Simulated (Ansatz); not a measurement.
Input file:

```yaml
crystal:
  periodic: [false, false, false]
  atoms:
    - {symbol: Ga, position_ang: [0.000001, -0.343840, 1.074099]}
    - {symbol: C, position_ang: [0.000008, -0.097288, -0.797987]}
    - {symbol: P, position_ang: [-0.000001, -0.300567, -2.483454]}
    - {symbol: H, position_ang: [-0.000008, 0.741696, 2.207342]}
basis:
  gaussian: {orbitals: 6-31G}
magnetization: {spin_polarized: true, initial_magnetization: 1}
correlation: {method: bccd, electrons: outside_noble_gas}
```

```sh
$ ansatz run in.yaml --threads 1 --pin off --events-out ev --progress --plain --max-ram 2393MiB
```

Output:

```
550 factors; integrals over basis functions are off by at most 6.5e-4 eV
mean field evaluation 1: about -62637.2835 eV, gradient 1.2e1 eV
mean field evaluation 2: about -62637.3568 eV, gradient 1.2e1 eV
mean field evaluation 4: about -62638.9189 eV, gradient 3.4e0 eV
mean field evaluation 8: about -62639.2910 eV, gradient 1.0e0 eV
mean field evaluation 16: about -62639.9442 eV, gradient 2.6e-2 eV
mean field evaluation 32: about -62639.9440 eV, gradient 7.9e-2 eV
mean field evaluation 64: about -62639.1964 eV, gradient 6.9e-1 eV
mean field evaluation 96: about -62639.3012 eV, gradient 8.0e-2 eV
mean field evaluation 128: about -62639.2934 eV, gradient 1.4e-1 eV
mean field evaluation 160: about -62639.9420 eV, gradient 4.3e-1 eV
...
cycle  11  -4.99230358 eV  change    2.5e-4 eV  update   2.4e-4
cycle  12  -4.99215109 eV  change    1.5e-4 eV  update   1.4e-4
cycle  13  -4.99202603 eV  change    1.3e-4 eV  update   7.4e-5
cycle  14  -4.99199268 eV  change    3.3e-5 eV  update   3.8e-5
cycle  15  -4.99198828 eV  change    4.4e-6 eV  update   2.3e-5
cycle  16  -4.99197882 eV  change    9.5e-6 eV  update   1.3e-5
cycle  17  -4.99197854 eV  change    2.8e-7 eV  update   6.9e-6
cycle  18  -4.99197965 eV  change   -1.1e-6 eV  update   3.8e-6
cycle  19  -4.99197971 eV  change   -5.6e-8 eV  update   2.6e-6
cycle  20  -4.99198064 eV  change   -9.3e-7 eV  update   1.8e-6
WARN: the results are in doubt because among natural orbitals full CI differs from the method by -0.081 eV
Total energy: -62644.93625628 eV, -2302.1589451553 hartree
In doubt: among natural orbitals full CI differs from the method by -0.081 eV
```

Ran on 1 thread of Arm Neoverse V2, shared host: 31 s wall, 0.13 GiB peak host memory.
